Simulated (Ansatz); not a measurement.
# BNH₂ (quintet): the correlation ladder, def2-TZVPP

An exercise on one series of results from a longer session: the logs are not shown, and one member is left open.

Program: Ansatz 0.2.0, Gaussian basis. Level of theory: def2-TZVPP, core rule «outside noble gas», up to 2 orbitals frozen. These are calculated values, not measurements.

The runs, in order: UHF; ROHF; CCSD(T) on UHF.

2 further runs of the same task are left out: 2 set aside as unsound or not needed.

## The system

The geometry is a PBE0/def2-TZVP stationary point (not a proven minimum) of the parent state, kept for this charge and spin.

4 atoms, charge 0, spin multiplicity 5.

Atoms are counted from 1 here; the program's logs count them from 0.

Bond lengths: B1–N2 1.376 Å, B1–H3 1.215 Å, N2–H4 1.012 Å. Angles: N2–B1–H3 113.0°, B1–N2–H4 139.9°.

Set-up of the first run:

in.yaml reads:

```yaml
crystal:
  periodic: [false, false, false]
  atoms:
    - {symbol: B, position_ang: [0.000000, -0.124007, 0.773899]}
    - {symbol: N, position_ang: [0.000000, -0.022422, -0.597982]}
    - {symbol: H, position_ang: [0.000000, 0.956413, 1.330586]}
    - {symbol: H, position_ang: [0.000000, 0.685254, -1.321528]}
basis:
  gaussian: {orbitals: def2-TZVPP}
magnetization: {spin_polarized: true, initial_magnetization: 4}
hamiltonian: {xc: hf}
output: {orbitals: {seedname: orbitals}}
```

Started as:

```
$ ansatz run in.yaml --threads 1 --pin off --events-out ev --progress --plain --max-ram 3968MiB --backend cpu
```

Among the steps run: UHF; ROHF; CCSD(T) on UHF.

One table of the session follows, with a row left open; its other results are not shown here.

```
  method  from UCCSD(T) (kcal/mol)
    ROHF                   +159.50
     UHF                   +154.27
    UMP2                         ?
   UCCSD                     +4.80
UCCSD(T)                         0
```

Estimate the missing values for UMP2.

As computed: from UCCSD(T) (kcal/mol): +25.34. In the column «from UCCSD(T) (kcal/mol)» it lies between UCCSD (+4.80) and UHF (+154.27).
